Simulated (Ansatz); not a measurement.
Reaction: C3H5N (SMILES NC=C=C) → C3H3 (SMILES [CH]=C=C, doublet) + NH2 (SMILES [NH2], doublet) (the C-N bond breaks)
Each species at its own B3LYP-D3(BJ)/def2-TZVP minimum (Ansatz, a program for electronic structure), one conformer.

Total energies in hartree (Ansatz). Radicals and triplets start from unrestricted determinants; spin-orbit coupling is neglected. Correlated methods leave the cores frozen. No relativity. The UHF reference of C3H3 ([CH]=C=C, doublet) is spin-contaminated (<S^2> up to 0.21 over the pure value in the sets run).

```tsv
species	HF/cc-pVTZ	CCSD(T)/cc-pVTZ	HF/cc-pVQZ	CCSD(T)/cc-pVQZ	CCSD(T)/cc-pVDZ	CCSDT(Q)/cc-pVDZ
1: C3H5N (SMILES C=C=CN)	-170.95317	-171.70213	-170.96514	-171.75367	-171.52365	-171.52623
2: C3H3 (SMILES C(=[CH])=C, doublet)	-115.29335	-115.77806	-115.30065	-115.81044	-115.66330	-115.66591
3: NH2 (SMILES [NH2], doublet)	-55.58579	-55.79359	-55.59045	-55.81078	-55.73272	-55.73328
```

**Question.** Work out the bond dissociation energy (electronic) in kcal/mol: take Hartree-Fock from cc-pVQZ, extrapolate the CCSD(T) correlation energy as X^-3 (X = 3, 4), and add CCSDT(Q) - CCSD(T) in cc-pVDZ. 1 hartree = 627.51 kcal/mol.

**Answer.** 
Species 1: correlation (64·(-0.78853) - 27·(-0.74896))/37 = -0.81741; step -0.00258; E1 = -170.96514 + (-0.81741) + (-0.00258) = -171.78513
Species 2: correlation (64·(-0.50979) - 27·(-0.48471))/37 = -0.52809; step -0.00261; E2 = -115.30065 + (-0.52809) + (-0.00261) = -115.83135
Species 3: correlation (64·(-0.22033) - 27·(-0.20780))/37 = -0.22947; step -0.00056; E3 = -55.59045 + (-0.22947) + (-0.00056) = -55.82048
-1·E1 +1·E2 +1·E3 = 0.13330 hartree = 83.6 kcal/mol.
